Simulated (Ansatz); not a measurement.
in.yaml

```yaml
crystal:
  periodic: [false, false, false]
  atoms:
    - {symbol: H, position_ang: [-2.104905, 0.059434, 0.000000]}
    - {symbol: H, position_ang: [-0.995905, 0.059434, 0.000000]}
    - {symbol: N, position_ang: [0.190095, 0.059434, 0.000000]}
    - {symbol: H, position_ang: [0.459177, -0.944792, 0.000000]}
basis:
  gaussian: {orbitals: def2-mTZVP}
magnetization: {spin_polarized: false, initial_magnetization: 2}
correlation: {method: sc_nevpt2, electrons: valence, active_space: {window: {electrons: 8, orbitals: 5}, states: [{multiplicity: 3, weights: [1, 1, 1, 1]}]}}
```

```sh
$ ansatz run in.yaml --threads 1 --pin off --events-out ev --progress --plain --max-ram 2393MiB
```

The program prints:

```
432 factors; integrals over basis functions are off by at most 2.1e-7 eV
mean field evaluation 1: about -1524.0527 eV, gradient 1.3e1 eV
mean field evaluation 2: about -1524.0526 eV, gradient 1.3e1 eV
mean field evaluation 4: about -1524.7396 eV, gradient 3.2e0 eV
mean field evaluation 8: about -1524.8469 eV, gradient 2.2e-1 eV
mean field -1524.84736119 eV, -56.0371069451 hartree, gradient 1.1e-6 eV, S^2 2.000000; 0 other end points of the search recorded, 0 dependent functions left out
reference -1524.84736119 eV, -56.0371069451 hartree; 6, 4 occupied and 22, 24 virtual orbitals, 432 factors
state -1524.61698663 eV, -56.0286408360 hartree
state -1521.92401056 eV, -55.9296757909 hartree
state -1519.91914067 eV, -55.8559981813 hartree
state -1517.09515847 eV, -55.7522187496 hartree
state -1524.61698663 eV, -56.0286408360 hartree; corrected -1528.78628791 eV, -56.1818598323 hartree
state -1521.92401056 eV, -55.9296757909 hartree; corrected -1526.21438115 eV, -56.0873440022 hartree
state -1519.91914067 eV, -55.8559981813 hartree; corrected -1524.64731918 eV, -56.0297555369 hartree
state -1517.09515847 eV, -55.7522187496 hartree; corrected -1521.81943118 eV, -55.9258325696 hartree
Total energy: -1525.36685486 eV, -56.0561979852 hartree
```

Natural occupations, averaged over the states: 1.9992 1.7505 1.5000 1.4996 1.2507.

The total printed last is the weighted mean of the 4 states, 3.419 eV above the lowest of them, and is no single state's energy. Before any correction even the lowest state lies above the reference determinant, by 0.23 eV, so the averaged orbitals or the space serve it badly.

Ran on 1 thread of Arm Neoverse V1, shared host: 0.21 s wall, 0.06 GiB peak host memory.
